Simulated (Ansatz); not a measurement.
**SiNH₂+ (triplet): the correlation ladder, def2-TZVPP**

An exercise on one series of results from a longer session: the logs are not shown, and one member is left open.

Computed with Ansatz 0.2.0, Gaussian basis. Level: def2-TZVPP, core rule «outside noble gas», up to 6 orbitals frozen.

To be run: UHF; ROHF; CCSD(T) on UHF.

2 further runs of the same task are left out: 2 set aside as unsound or not needed.

## The system

The geometry is a PBE0/def2-TZVP stationary point (not a proven minimum) of the parent state, kept for this charge and spin.

4 atoms, charge 1, spin multiplicity 3.

Atoms are counted from 1 here; the program's logs count them from 0.

Bond lengths: Si1–N2 1.594 Å, Si1–H3 1.515 Å, N2–H4 1.008 Å. Angles: N2–Si1–H3 110.1°, Si1–N2–H4 134.1°.

Set-up of the first run:

Input file in.yaml:

```yaml
crystal:
  periodic: [false, false, false]
  atoms:
    - {symbol: Si, position_ang: [0.000000, -0.122073, 0.533276]}
    - {symbol: N, position_ang: [0.000000, 0.188076, -1.030483]}
    - {symbol: H, position_ang: [0.000000, 1.172580, 1.320024]}
    - {symbol: H, position_ang: [0.000000, -0.384678, -1.859409]}
basis:
  gaussian: {orbitals: def2-TZVPP}
total_charge: 1
magnetization: {spin_polarized: true, initial_magnetization: 2}
hamiltonian: {xc: hf}
output: {orbitals: {seedname: orbitals}}
```

Command:

```
> ansatz run in.yaml --threads 1 --pin off --events-out ev --progress --plain --max-ram 4096MiB --backend cpu
```

Steps of the session up to this table: UHF; ROHF; CCSD(T) on UHF.

One of the session's tables, all rows but one given; the rest of the session is left out.

It belongs to the step «Misses and costs». 

| method | from UCCSD(T) (kJ/mol) |
| --- | --- |
| ROHF | +741.9 |
| UHF | +721.2 |
| UMP2 | ? |
| UCCSD | +25.3 |
| UCCSD(T) | 0 |

Estimate the missing values for UMP2.

As computed: from UCCSD(T) (kJ/mol): +100.9. In the column «from UCCSD(T) (kJ/mol)» it lies between UCCSD (+25.3) and UHF (+721.2).
